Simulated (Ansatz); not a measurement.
BSiH$_{6}$Cl, closed shell: a saddle search.

The input file, in.yaml:

```yaml
crystal:
  periodic: [false, false, false]
  atoms:
    - {symbol: B, position_ang: [-0.993671, -0.371440, 0.195201]}
    - {symbol: Si, position_ang: [0.993772, -0.573064, -0.042294]}
    - {symbol: H, position_ang: [-1.691064, -0.551869, -0.761916]}
    - {symbol: H, position_ang: [-1.479509, -0.600406, 1.266848]}
    - {symbol: H, position_ang: [-0.298169, 2.124154, -0.566854]}
    - {symbol: Cl, position_ang: [-1.170657, 1.803628, 0.323686]}
    - {symbol: H, position_ang: [1.365296, -1.944528, -0.494066]}
    - {symbol: H, position_ang: [1.479096, 0.378544, -1.098143]}
    - {symbol: H, position_ang: [1.794907, -0.265019, 1.177541]}
basis:
  gaussian: {orbitals: def2-SVP}
hamiltonian: {xc: pbe0, dispersion: d4}
saddle:
  max_steps: 30
  mode_guess:
    - [-0.1574, 0.4089, -0.0290]
    - [-0.0602, 0.1168, -0.0179]
    - [0.1593, 0.1228, -0.1328]
    - [0.0698, -0.0360, -0.0972]
    - [0.2512, -0.6300, 0.1609]
    - [-0.0388, -0.2167, 0.1119]
    - [-0.1403, 0.0994, 0.2135]
    - [-0.0578, -0.1041, -0.1006]
    - [-0.0256, 0.2388, -0.1089]
```

Run by:

```bash
ansatz run in.yaml --threads 2 --pin off --events-out ev --progress --plain --max-ram 4352MiB
```

Output of Ansatz 0.2.0:

```
Functional definition: PBE0
  name "PBE0"
  cite "Adamo & Barone, J. Chem. Phys. 110, 6158 (1999) doi:10.1063/1.478522"
  cite "Perdew, Burke & Ernzerhof, Phys. Rev. Lett. 77, 3865 (1996) doi:10.1103/PhysRevLett.77.3865"
  parent pbe
  parameter a = 0.25
  parameter kappa = 0.804
  parameter beta = 0.06672455060314922
  exchange = (1 - a)*pbe_x(kappa = kappa, mu = beta*pi^2/3) + a*exact_x
  correlation = pbe_c(beta = beta)
843 factors; integrals over basis functions are off by at most 4.7e-4 eV
mean field evaluation 1: about -21155.5075 eV, gradient 2.3e1 eV
mean field evaluation 2: about -21156.0369 eV, gradient 2.1e1 eV
mean field evaluation 4: about -21157.5415 eV, gradient 4.9e-1 eV
mean field evaluation 8: about -21157.5561 eV, gradient 1.9e-2 eV
mean field -21157.55607128 eV, -777.5258445131 hartree, gradient 4.3e-5 eV, S^2 0.000000; 0 other end points of the search recorded, 0 dependent functions left out
the calculation of the forces begins
reference -21157.55609709 eV, -777.5258454614 hartree; 21, 21 occupied and 59, 59 virtual orbitals, 843 factors
these checks for a lower state are left out or cut short: stability, starts, cluster_reference, orbital_swaps, neighbouring_geometries, increment
843 factors; integrals over basis functions are off by at most 4.7e-4 eV
mean field evaluation 16: about -21157.5406 eV, gradient 2.6e-1 eV
mean field -21157.55468674 eV, -777.5257936321 hartree, gradient 1.6e-6 eV, S^2 0.000000; 0 other end points of the search recorded, 0 dependent functions left out
the calculation of the forces begins
reference -21157.55471254 eV, -777.5257945801 hartree; 21, 21 occupied and 59, 59 virtual orbitals, 843 factors
these checks for a lower state are left out or cut short: stability, starts, cluster_reference, orbital_swaps, neighbouring_geometries, increment
843 factors; integrals over basis functions are off by at most 4.7e-4 eV
mean field -21157.55583707 eV, -777.5258359059 hartree, gradient 1.9e-6 eV, S^2 0.000000; 0 other end points of the search recorded, 0 dependent functions left out
the calculation of the forces begins
reference -21157.55586286 eV, -777.5258368538 hartree; 21, 21 occupied and 59, 59 virtual orbitals, 843 factors
these checks for a lower state are left out or cut short: stability, starts, cluster_reference, orbital_swaps, neighbouring_geometries, increment
843 factors; integrals over basis functions are off by at most 4.7e-4 eV
mean field evaluation 32: about -21157.5600 eV, gradient 1.0e-6 eV
mean field -21157.56004615 eV, -777.5259905867 hartree, gradient 1.1e-6 eV, S^2 0.000000; 0 other end points of the search recorded, 0 dependent functions left out
the calculation of the forces begins
reference -21157.56007197 eV, -777.5259915358 hartree; 21, 21 occupied and 59, 59 virtual orbitals, 843 factors
[...]
saddle step  12: F+E_penalty+E_count = -21157.61853888 eV  max|allowed force component| = 2.811e-1 eV/Å  curvature = +0.7708 eV/Å²  mode residual = 1.38e0 eV/Å²  Δτ_max = 0.0491 Å  (1 rotations, 4 force calls, 65 SCF iters)  cluster: 3 rotations left out, max|force component along them| = 1.492e-8 eV/Å
saddle step  13: F+E_penalty+E_count = -21157.60697081 eV  max|allowed force component| = 2.967e-1 eV/Å  curvature = +0.7421 eV/Å²  mode residual = 8.89e-1 eV/Å²  Δτ_max = 0.0492 Å  (1 rotations, 4 force calls, 64 SCF iters)  cluster: 3 rotations left out, max|force component along them| = 1.048e-8 eV/Å
saddle step  14: F+E_penalty+E_count = -21157.59445245 eV  max|allowed force component| = 3.135e-1 eV/Å  curvature = +0.7459 eV/Å²  mode residual = 9.13e-1 eV/Å²  Δτ_max = 0.0496 Å  (1 rotations, 4 force calls, 64 SCF iters)  cluster: 3 rotations left out, max|force component along them| = 8.701e-9 eV/Å
saddle step  15: F+E_penalty+E_count = -21157.58148394 eV  max|allowed force component| = 3.300e-1 eV/Å  curvature = +0.6740 eV/Å²  mode residual = 1.57e0 eV/Å²  Δτ_max = 0.0501 Å  (1 rotations, 4 force calls, 64 SCF iters)  cluster: 3 rotations left out, max|force component along them| = 8.441e-9 eV/Å
saddle step  16: F+E_penalty+E_count = -21157.57085000 eV  max|allowed force component| = 3.404e-1 eV/Å  curvature = +0.5762 eV/Å²  mode residual = 8.89e-1 eV/Å²  Δτ_max = 0.0523 Å  (1 rotations, 4 force calls, 63 SCF iters)  cluster: 3 rotations left out, max|force component along them| = 1.275e-8 eV/Å
saddle step  17: F+E_penalty+E_count = -21157.56163787 eV  max|allowed force component| = 3.452e-1 eV/Å  curvature = +0.4792 eV/Å²  mode residual = 1.28e0 eV/Å²  Δτ_max = 0.0542 Å  (1 rotations, 4 force calls, 64 SCF iters)  cluster: 3 rotations left out, max|force component along them| = 2.040e-8 eV/Å
saddle step  18: F+E_penalty+E_count = -21157.55602091 eV  max|allowed force component| = 3.419e-1 eV/Å  curvature = +0.3378 eV/Å²  mode residual = 1.24e0 eV/Å²  Δτ_max = 0.0576 Å  (1 rotations, 4 force calls, 63 SCF iters)  cluster: 3 rotations left out, max|force component along them| = 3.526e-8 eV/Å
saddle step  19: F+E_penalty+E_count = -21157.55501135 eV  max|allowed force component| = 3.268e-1 eV/Å  curvature = +0.2122 eV/Å²  mode residual = 1.05e0 eV/Å²  Δτ_max = 0.0611 Å  (1 rotations, 4 force calls, 65 SCF iters)  cluster: 3 rotations left out, max|force component along them| = 5.319e-8 eV/Å
saddle step  20: F+E_penalty+E_count = -21157.55879548 eV  max|allowed force component| = 3.021e-1 eV/Å  curvature = +0.0746 eV/Å²  mode residual = 1.39e0 eV/Å²  Δτ_max = 0.0645 Å  (1 rotations, 4 force calls, 64 SCF iters)  cluster: 3 rotations left out, max|force component along them| = 6.909e-8 eV/Å
saddle step  21: F+E_penalty+E_count = -21157.56809064 eV  max|allowed force component| = 2.665e-1 eV/Å  curvature = -0.0228 eV/Å²  mode residual = 8.89e-1 eV/Å²  Δτ_max = 0.0676 Å  (1 rotations, 4 force calls, 63 SCF iters)  cluster: 3 rotations left out, max|force component along them| = 8.418e-8 eV/Å
saddle step  22: F+E_penalty+E_count = -21157.58066248 eV  max|allowed force component| = 2.270e-1 eV/Å  curvature = -0.0525 eV/Å²  mode residual = 9.22e-1 eV/Å²  Δτ_max = 0.0689 Å  (1 rotations, 3 force calls, 51 SCF iters)  cluster: 3 rotations left out, max|force component along them| = 9.945e-8 eV/Å
saddle step  23: F+E_penalty+E_count = -21157.59848618 eV  max|allowed force component| = 1.796e-1 eV/Å  curvature = -0.0676 eV/Å²  mode residual = 9.92e-1 eV/Å²  Δτ_max = 0.0567 Å  (1 rotations, 3 force calls, 50 SCF iters)  cluster: 3 rotations left out, max|force component along them| = 1.091e-7 eV/Å
saddle step  24: F+E_penalty+E_count = -21157.65287837 eV  max|allowed force component| = 5.945e-1 eV/Å  curvature = +0.2112 eV/Å²  mode residual = 6.69e-1 eV/Å²  Δτ_max = 0.2000 Å  (1 rotations, 4 force calls, 63 SCF iters)  cluster: 3 rotations left out, max|force component along them| = 2.096e-7 eV/Å
saddle step  25: F+E_penalty+E_count = -21157.66451006 eV  max|allowed force component| = 2.371e-1 eV/Å  curvature = +0.1348 eV/Å²  mode residual = 7.18e-1 eV/Å²  Δτ_max = 0.0289 Å  (1 rotations, 4 force calls, 65 SCF iters)  cluster: 3 rotations left out, max|force component along them| = 1.869e-7 eV/Å
saddle step  26: F+E_penalty+E_count = -21157.66960423 eV  max|allowed force component| = 1.099e-1 eV/Å  curvature = +0.1045 eV/Å²  mode residual = 8.23e-1 eV/Å²  Δτ_max = 0.0292 Å  (1 rotations, 4 force calls, 62 SCF iters)  cluster: 3 rotations left out, max|force component along them| = 1.949e-7 eV/Å
saddle step  27: F+E_penalty+E_count = -21157.67331182 eV  max|allowed force component| = 8.491e-2 eV/Å  curvature = +0.1119 eV/Å²  mode residual = 3.57e-1 eV/Å²  Δτ_max = 0.0298 Å  (1 rotations, 4 force calls, 63 SCF iters)  cluster: 3 rotations left out, max|force component along them| = 2.004e-7 eV/Å
saddle step  28: F+E_penalty+E_count = -21157.67608702 eV  max|allowed force component| = 7.435e-2 eV/Å  curvature = +0.1574 eV/Å²  mode residual = 4.27e-1 eV/Å²  Δτ_max = 0.0387 Å  (1 rotations, 4 force calls, 62 SCF iters)  cluster: 3 rotations left out, max|force component along them| = 2.023e-7 eV/Å
saddle step  29: F+E_penalty+E_count = -21157.67805829 eV  max|allowed force component| = 6.190e-2 eV/Å  curvature = +0.2091 eV/Å²  mode residual = 5.21e-1 eV/Å²  Δτ_max = 0.0405 Å  (1 rotations, 4 force calls, 63 SCF iters)  cluster: 3 rotations left out, max|force component along them| = 1.998e-7 eV/Å
saddle step  30: F+E_penalty+E_count = -21157.67883022 eV  max|allowed force component| = 5.930e-2 eV/Å  curvature = +0.2708 eV/Å²  mode residual = 6.22e-1 eV/Å²  Δτ_max = 0.0455 Å  (1 rotations, 4 force calls, 63 SCF iters)  cluster: 3 rotations left out, max|force component along them| = 1.932e-7 eV/Å
Error: the saddle search did not converge after 30 steps: max|allowed force component| = 5.93e-2 eV/Å (threshold 5.0e-2). At the last step the curvature along the mode is +0.271 eV/Å² (extrapolated from the last rotation, not read by a force call), not resolved as negative, so the search is still climbing. That curvature's residual is 6.22e-1 eV/Å². Where the curvature misses the negative of `saddle.curvature_tol` by less than that, a larger `saddle.rotation.max_rotations` or a tighter `saddle.rotation.residual_tol` may find a negative one. To go on, start nearer the saddle, give a better `saddle.mode_guess`, or set a larger `saddle.max_steps` (a set value also replaces the default of 250 for a search that goes on from a second negative curvature), or search again from the last step's geometry and mode. From 27 of its steps before the last this search moved with no negative curvature along its mode to follow. A search started from a geometry of this one does not count those moves and, where it converges, warns only of its own. With `saddle.order_check` unset, a search from the last step can check the order less strictly than this one. `saddle.order_check: true` asks for the full check and warns where it cannot tell. Where this run's directory can be resumed (`checkpoint.write`), a resume goes on for up to `saddle.max_steps` more
F+E_penalty+E_count at the last step = -21157.67883022 eV
to start another search from the last step: its geometry and its mode (saddle.mode_guess, Cartesian), with saddle.order_check: true (the message says why):
  atoms:
    - { symbol: B, position_ang: [-1.08737031, -0.39318412, 0.03084683] }
    - { symbol: Si, position_ang: [0.90781824, -0.55059449, -0.27459172] }
    - { symbol: H, position_ang: [-1.81353511, -0.38072538, -0.93614362] }
    - { symbol: H, position_ang: [-1.55474337, -0.77722849, 1.07775117] }
    - { symbol: H, position_ang: [0.19394564, 1.84452065, 0.63435050] }
    - { symbol: Cl, position_ang: [-1.09710046, 1.82952603, 0.45453840] }
    - { symbol: H, position_ang: [1.53619537, -1.85066029, 0.12299750] }
    - { symbol: H, position_ang: [1.33226266, -0.24208678, -1.67916596] }
    - { symbol: H, position_ang: [1.58252834, 0.52043286, 0.56941988] }
  mode_guess:
    - [-0.04170122, 0.04209248, -0.04232559]
    - [-0.03955836, 0.04574429, -0.04647560]
    - [0.02284921, 0.08854937, -0.09072406]
    - [-0.10193952, -0.04632157, -0.09998988]
    - [0.13590498, -0.45756990, 0.41143560]
    - [0.17291255, -0.02016246, 0.01582482]
    - [0.10281461, 0.22507917, 0.31901511]
    - [-0.11481068, -0.24733769, -0.13259912]
    - [-0.13647157, 0.36992632, -0.33416128]
  order_check: true


[the SCF lines of later steps are left out]
```

Hardware: 2 CPU threads of an Arm Neoverse V2, shared host. Wall time about 110 s.


The run did not converge within its limit. The search was started at a minimum, where no curvature is negative.